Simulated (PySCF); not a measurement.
Coordinates in bohr (charge 0 multiplicity 1):
```
Si    0.0000    0.0000    0.0000
Si    0.0000    0.0000    4.0914
Si    0.0000    0.0000   -4.0914
```

Computed with PBE0 in PySCF with Si def2-TZVP; no relativity; density-fitted integrals.

This geometry of Si3 is a stationary point at this level.

Problem. What is the point group?

Solution. D∞h.

Problem. Is it a minimum?

Solution. No: it has 2 imaginary modes (one degenerate set), at 72i cm⁻¹ (πu).

Problem. Which band is strongest in the infrared?

Solution. 689 cm⁻¹ (σu+), 252 km/mol.

Problem. What are the dipole moment and the gap between the highest occupied and lowest empty levels?

Solution. 0.00 D and 2.60 eV.

Problem. Give the atomic charges and bond orders.

Solution. 
```json
{"atom": "Si1", "Mulliken": "-0.09", "Löwdin": "-0.21", "polar tensor": "-0.74", "Mayer order to Si1": "–"}
{"atom": "Si2,3", "Mulliken": "0.05", "Löwdin": "0.10", "polar tensor": "0.37", "Mayer order to Si1": "1.90"}
```
Other Mayer orders above 0.3: Si–Si 0.61.

This need not be the most stable arrangement of these atoms. At this level a broken-symmetry Ms = 0 minimum of C2v symmetry lies 98 kJ/mol below this structure.
